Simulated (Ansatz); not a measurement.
C$_{2}$H$_{2}$FN, SMILES `N#CCF`, relaxed with RKS PBE-D4/def2-SVP in Ansatz from a rough embedded geometry. The force threshold is 0.03 eV/Å; the program also tests the step.

Total charge 0; spin multiplicity 1.

Start:

```xyz
6

N    -0.070   -2.082   -0.569
C    -0.005   -0.960   -0.300
C     0.039    0.446    0.046
F    -0.020    0.643    1.461
H    -0.859    0.979   -0.311
H     0.915    0.973   -0.328
```

**Question.** By how much does the energy fall, and how many steps does the optimiser take? (Estimate.)

**Answer.** Computed: 10.40 kJ/mol, in 4 steps.

**Question.** Which bonds change most? (An estimate is asked.)

**Answer.** Ansatz gave: C3–F4 from 1.430 to 1.376 Å; C3–H6 from 1.088 to 1.114 Å; C2–C3 from 1.449 to 1.471 Å; N1–C2 from 1.156 to 1.170 Å.

**Question.** Give the relaxed structure. (Estimate.)

**Answer.** The calculation gave: 
```xyz
6

N    -0.046   -2.080   -0.579
C    -0.021   -0.947   -0.287
C     0.011    0.474    0.092
F     0.004    0.628    1.459
H    -0.875    0.984   -0.349
H     0.927    0.940   -0.336
```
